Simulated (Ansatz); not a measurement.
Basis-set series for C$_{2}$H$_{4}$O$_{2}$S, SMILES `SC1OCO1`. The species carries charge 0 and has multiplicity 1. The structure was optimised at the PBE0-D4/def2-TZVP level. It is one conformer, not always the lowest.

Cartesian coordinates in Å:
```
S -1.7340 1.1879 -0.2370
C -0.2229 0.2323 -0.5003
O 0.8443 0.7159 0.2842
C 0.9246 -0.5820 0.8545
O -0.1758 -1.0506 0.0965
H -2.2328 0.9774 -1.4645
H -0.0074 0.2012 -1.5740
H 1.8608 -1.0956 0.6052
H 0.7432 -0.5867 1.9354
```

| functional | basis | functions | energy (Eh) | HOMO (eV) | LUMO (eV) |
| --- | --- | --- | --- | --- | --- |
| PBE0-D4 | def2-SVP | 94 | -626.52063 | -7.34 | 0.56 |
| PBE0-D4 | def2-TZVPP | 222 | -626.92758 | -7.48 | 0.08 |
| ωB97M-V | def2-SVP | 94 | -626.80131 | -9.57 | 2.54 |
| ωB97M-V | def2-TZVPP | 222 | -627.21481 | -9.74 | 1.94 |

(1) Give the rows for def2-QZVPP. (An estimate is asked.)

Answers

(1) Ansatz gave: 
```json
{"functional": "PBE0-D4", "basis": "def2-QZVPP", "functions": "418", "energy (Eh)": "-626.95227", "HOMO (eV)": "-7.53", "LUMO (eV)": "-0.13"}
{"functional": "ωB97M-V", "basis": "def2-QZVPP", "functions": "418", "energy (Eh)": "-627.23841", "HOMO (eV)": "-9.79", "LUMO (eV)": "1.49"}
```

Positive LUMOs are unbound and depend on the basis.
